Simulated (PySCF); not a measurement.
Beryllium: a sound run and one with changed settings

Sound run: Be [He] 2s2, Be+ [He] 2s1. Computed with PySCF 2.14 in aug-cc-pVDZ (4s3p2d, 23 functions), with the non-relativistic Hamiltonian (point nucleus). The sound run starts from symmetry-adapted Hartree-Fock orbitals and uses a fine grid where one is needed.

Changed run: initial guess 1e, at most 5 SCF cycles. This setting is unsound on purpose.

```tsv
species	method	sound run (hartree)	changed run (hartree)	converged
Be	UHF	-14.57238	-14.57238	no
Be	PBE0	-14.63516	-14.63516	yes
Be	BP86	-14.65742	-14.65742	yes
Be+	UHF	-14.27563	-14.27563	no
Be+	PBE0	-14.30398	-14.30398	yes
Be+	BP86	-14.32116	-14.32116	yes
```

Ionisation energy of Be:

| method | sound run (eV) | changed run (eV) |
| --- | --- | --- |
| PBE0 | 9.012 | 9.012 |
| BP86 | 9.150 | 9.150 |

The SCF was stopped early; the energies are upper bounds that still move, and correlated levels were skipped or rest on poor orbitals.

For comparison, NIST gives 9.323 eV between the lowest levels.
